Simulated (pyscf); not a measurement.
This saddle point was located with ωB97X-D3(BJ)/def2-SVP in PySCF.

```xyz
5

O     -1.0883     0.5473     0.6283
B     -1.5435     0.1349    -0.4633
Cl    -0.3853    -1.8129    -0.3075
Cl    -2.4954     0.2751    -1.8682
H     -0.4392    -0.6652     0.6098
```
Charge 0, spin multiplicity 1.

Surface: singlet, charge 0. Lowest wavenumbers (cm⁻¹): 1237i, 162, 389, 442, 503.

Task: Which two sides does it connect, and which bonds change?

Result: HO–B(Cl)–Cl ⇌ O=B–Cl + hydrogen chloride (HCl), an elimination read from left to right: H–O, B–Cl broken and Cl–H formed. At CCSD(T)/def2-TZVPP + ΔMP2(QZVPP) it lies +54.4 kcal/mol from the left side and +15.7 kcal/mol from the right (each side as separated species at their lowest minima found). On the product side the descent ends in a complex, 4.6 kcal/mol under the separated species and 17.9 kcal/mol under the saddle at ωB97X-D3(BJ)/def2-TZVP. One saddle was located; it need not be the lowest between these sides. The CCSD(T) − MP2 part came from Ansatz, without density fitting, on the same reference.
